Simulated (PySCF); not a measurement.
## C2H4O: g tensor and hyperfine couplings

C2H4O (triplet state).
Structure used (PBE0-D3(BJ)/def2-SVP), in Å, numbered top down from 1:
```xyz
7
C2H4O angstrom
C      1.5209   -0.0835    0.3369
O      0.4202   -0.7328    0.0296
C     -0.7999   -0.0060    0.0035
H      2.2333    0.3164   -0.4040
H     -1.0371    0.3933    1.0021
H     -1.5859   -0.7063   -0.3073
H     -0.7447    0.8287   -0.7150
```

Identity: `O([CH])C` [triplet].

Computed with PySCF 2.14.0, UKS B3LYP, IGLO-III on C O, pcH-1 on H, non-relativistic, mean-field spin-orbit, GIAO. Geometry: PBE0-D3(BJ)/def2-SVP; no solvent, vibrations or thermal averaging. This triplet need not be the ground state; the singlet was not compared here. The SCF solution wasn't tested for stability.

- g1, g2, g3: 2.00210, 2.00249, 2.00307
- g_iso: 2.00255
- Form of g: rhombic: the two nearest values differ by 41 % of g3 − g1
- ⟨S²⟩: 2.0048 (exact 2.0000)
- α and β electrons: 13, 11
- HOMO–LUMO gap, α and β orbitals: 6.69, 7.01 eV

Hyperfine couplings atom by atom, in 10⁻⁴ cm⁻¹; T1 to T3 are the principal values of the dipolar part (1 × 10⁻⁴ cm⁻¹ = 2.998 MHz):

| atom | isotope | a_iso | T1 | T2 | T3 | Mulliken spin population |
| --- | --- | --- | --- | --- | --- | --- |
| C1 | 13C | 99.7 | -23.4 | 4.0 | 19.3 | 1.79 |
| O2 | 17O | -15.3 | -9.9 | 2.5 | 7.5 | 0.11 |
| C3 | 13C | 16.8 | -1.3 | -1.1 | 2.4 | 0.02 |
| H4 | 1H | 31.3 | -7.8 | -3.4 | 11.2 | 0.05 |
| H5 | 1H | 1.5 | -1.5 | -1.1 | 2.6 | 0.02 |
| H6 | 1H | 0.1 | -1.2 | -0.9 | 2.0 | 0.00 |
| H7 | 1H | 1.5 | -1.5 | -1.0 | 2.5 | 0.01 |

Largest spin populations (Mulliken): C1 (+1.79) and O2 (+0.11). No atom but C1 exceeds +0.15.

The 17O coupling of O2 (-45.9 MHz) shows only in satellite lines or after enrichment, since that isotope makes up about 0.038 % of natural oxygen.

The 13C coupling of C1 (298.9 MHz) shows only in satellite lines or after enrichment, since that isotope makes up about 1.07 % of natural carbon.
